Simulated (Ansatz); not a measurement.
# SiH₂ (triplet): wave-function methods side by side at distance Si1–H2 = 1.486 Å, cc-pVDZ

Aim: climb from Hartree-Fock through coupled cluster and multireference methods for SiH₂ (triplet) at one geometry and basis, and see what each rung misses.

Computed with Ansatz 0.2.0, Gaussian basis. Level: cc-pVDZ, core rule «outside noble gas», up to 5 orbitals frozen.

The runs, in order: UHF; CCSD(T) on ROHF; CCSD(T) on UHF; BCCD(T) on ROHF; CISD; CCSDT(Q) on ROHF; CCSDT(Q) on UHF; CASSCF and MRCISD+Q, 4 electrons in 4 orbitals; CASSCF and NEVPT2, 4 electrons in 4 orbitals; CASSCF and MRCISD+Q, 6 electrons in 6 orbitals; CASSCF and NEVPT2, 6 electrons in 6 orbitals; Full CI.

17 further runs of the same task are left out: 14 that didn't finish, 3 set aside as unsound or not needed.

### Step 1. The system

The geometry derives from a PBE0/def2-TZVP stationary point (not a proven minimum). One bond is set to the value named and the two fragments are kept rigid.

3 atoms, charge 0, spin multiplicity 3.

Atoms are counted from 1 here; the program's logs count them from 0.

Bond lengths: Si1–H2 1.486 Å, Si1–H3 1.486 Å. Angles: H2–Si1–H3 118.7°.

### Step 2. UHF

The input, in.yaml:

```yaml
crystal:
  periodic: [false, false, false]
  atoms:
    - {symbol: Si, position_ang: [0.000000, -0.050740, 0.000000]}
    - {symbol: H, position_ang: [0.000000, 0.706913, -1.278374]}
    - {symbol: H, position_ang: [0.000000, 0.706912, 1.278374]}
basis:
  gaussian: {orbitals: cc-pVDZ}
magnetization: {spin_polarized: true, initial_magnetization: 2}
hamiltonian: {xc: hf}
output: {orbitals: {seedname: orbitals}}
```

The run is started by

```
$ ansatz run in.yaml --threads 1 --pin off --events-out ev --progress --plain --max-ram 2393MiB
```

Further steps of the session: CCSD(T) on ROHF; CCSD(T) on UHF; BCCD(T) on ROHF; CISD; CCSDT(Q) on ROHF; CCSDT(Q) on UHF; CASSCF and MRCISD+Q, 4 electrons in 4 orbitals; CASSCF and NEVPT2, 4 electrons in 4 orbitals; CASSCF and MRCISD+Q, 6 electrons in 6 orbitals; CASSCF and NEVPT2, 6 electrons in 6 orbitals; Full CI.

**Question.** What will the summary of the whole plan be? Wanted: FCI below the RHF energy; RMP2 from FCI; UMP2 from FCI; RCCSD from FCI; RCCSD(T) from FCI; UCCSD(T) from FCI; RCCSDT(Q) from FCI; UCCSDT(Q) from FCI; NEVPT2 pair from FCI.

**Answer**, as computed:

```
                         quantity                                                                                               value
         FCI below the RHF energy                                                                                          -2.6845 eV
                    RMP2 from FCI                                                                                          +669.2 meV
                    UMP2 from FCI                                                                                          +665.2 meV
                   RCCSD from FCI                                                                                           +68.3 meV
                RCCSD(T) from FCI                                                                                           +17.5 meV
                UCCSD(T) from FCI                                                                                           +17.1 meV
               RCCSDT(Q) from FCI                                                                                            +0.2 meV
               UCCSDT(Q) from FCI                                                                                            -0.1 meV
             NEVPT2 pair from FCI                                                                                          +669.7 meV
           MRCISD+Q pair from FCI                                                                                           -13.1 meV
          NEVPT2 valence from FCI                                                                                          +582.8 meV
levels within 1 kcal/mol (43 meV)  RCCSD(T), UCCSD(T), BCCD(T), RCCSDT, UCCSDT, RCCSDT(Q), UCCSDT(Q), MRCISD+Q pair, MRCISD+Q valence
                    T1 diagnostic                                                                                               0.020
   effectively unpaired electrons                                                                                                2.03
```

What this shows: RCCSD(T) misses by +17.5 meV, 0.7 % of the correlation energy. MRCISD+Q pair falls below full CI: the +Q correction isn't variational, and the cores differ from full CI's. One determinant dominates. Of the multireference levels listed MRCISD+Q valence comes nearest in total energy (+3.8 meV), which doesn't show that its space is the better one. These misses are within one basis, not against nature; the frozen cores of restricted and unrestricted runs differ, which can shift their rows.
